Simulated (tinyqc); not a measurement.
Ways to converge the cycle: SCF convergence aids in the sto-3g basis, for HF, spin multiplicity 1. Computed by the program tinyqc with PySCF. 

Geometry (angstrom):
```
atom       x       y       z
F     0.0000  0.0000  0.0000
H     0.0000  0.0000  1.0470
```

lowest restricted solution found by these runs and by PySCF = -98.563727 hartree

RHF with one setting changed at a time; a run stops when the energy changes by less than 1e-09 hartree and the error matrix is below 1e-5. The start is the core Hamiltonian. Damping d keeps d of the old density; a shift (hartree) raises the virtual levels; DIIS n extrapolates F over n matrices.

Largest element of the error matrix X^T (FDS - SDF) X:
```
iteration    plain  damping 0.3  damping 0.6  shift 0.4   DIIS 3   DIIS 8
1          6.3e-01      6.3e-01      6.3e-01    6.3e-01  6.3e-01  6.3e-01
2          9.7e-02      3.2e-01      4.9e-01    4.7e-01  9.7e-02  9.7e-02
3          1.6e-02      1.2e-01      3.4e-01    1.7e-01  6.7e-03  6.7e-03
4          3.2e-03      4.2e-02      2.2e-01    5.1e-02  1.5e-03  1.5e-03
5          6.9e-04      1.6e-02      1.5e-01    1.6e-02  6.4e-06  1.0e-05
6          1.5e-04      6.7e-03      9.3e-02    4.8e-03  4.8e-08  7.5e-08
8          7.6e-06      1.2e-03      3.7e-02    4.8e-04        -        -
10               -      2.4e-04      1.4e-02    5.4e-05        -        -
14               -      9.5e-06      2.7e-03          -        -        -
20               -            -      2.5e-04          -        -        -
30               -            -      5.3e-06          -        -        -
```

How each run ends:
```
run          iterations  E (hartree)         state
plain                 8   -98.563727  lowest found
damping 0.3          19   -98.563727  lowest found
damping 0.6          41   -98.563727  lowest found
shift 0.4            12   -98.563727  lowest found
DIIS 3                6   -98.563727  lowest found
DIIS 8                6   -98.563727  lowest found
```

6 of 6 runs reach the lowest restricted solution found, in 6 to 41 iterations (fastest: DIIS 3, DIIS 8). Plain steps already contract here, so damping only slows them. DIIS 3 and DIIS 8 gain by cancelling the error over several earlier matrices, much as a quasi-Newton step does.
